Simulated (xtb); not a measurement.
CHCl₃, SMILES ClC(Cl)Cl. All values are semi-empirical tight-binding results from xtb (GFN2-xTB unless named), good for trends rather than for accurate numbers. The structure is a stationary point at GFN2-xTB.

### Question
Estimate the properties. (The exact figures need the calculation; the answer reports its results.)

### Answer

```yaml
point_group_as_xtb_finds_it: C3v
orbital_gap: 5.63 eV
dipole_moment: 1.20 D
zero_point_energy: 11.3 kcal/mol
G − E(el) at 298.15 K (modified RRHO): -6.5 kcal/mol
static polarisability (D4 model): 54.6 bohr³
solvation energy, GFN2-xTB/ALPB(water): -1.5 kcal/mol
solvation energy, GFN2-xTB/ALPB(dmf): -4.3 kcal/mol
```
